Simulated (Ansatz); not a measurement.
Si2H4. Charge 0, multiplicity 1. Geometry PBE-D4/def2-TZVP, basis def2-TZVP, Ansatz.

```
atom   x (Å)   y (Å)   z (Å)
 Si1   0.367  -0.940  -0.404
 Si2  -0.367   0.940   0.403
  H3  -0.408   1.116   1.886
  H4   0.409  -1.116  -1.886
  H5  -1.512   1.614  -0.279
  H6   1.511  -1.614   0.279
```

| run | HOMO (eV) | LUMO (eV) |
| --- | --- | --- |
| A | -6.16 | -2.25 |
| B | -8.09 | -0.35 |
| C | -5.54 | -2.87 |
| D | -7.98 | -0.48 |
| E | -5.97 | -2.38 |
| F | -6.27 | -2.21 |

B3LYP takes the VWN-RPA correlation. The structure comes from a short search, and lower isomers may exist.

Q: The runs used B3LYP, PBE0, r2SCAN, r2SCAN0, ωB97M-V, ωB97X-V. Estimate which is which.

A: A PBE0 (25 % exact exchange); B ωB97X-V (range-separated); C r2SCAN (0 % exact exchange); D ωB97M-V (range-separated); E B3LYP (20 % exact exchange); F r2SCAN0 (25 % exact exchange). Exact exchange lowers occupied and raises empty levels; among semilocal functionals meta-GGAs tend to open the gap a little, and such runs are hard to tell apart. The gap grows from 2.67 eV (r2SCAN) to 7.75 eV (ωB97X-V). The restricted singlet is unstable towards broken spin symmetry in Hartree–Fock (as tested in another run); at PBE0-D4/def2-TZVP, ωB97X-V/def2-TZVP, r2SCAN-D4/def2-TZVP, ωB97M-V/def2-TZVP and others this wasn't settled.
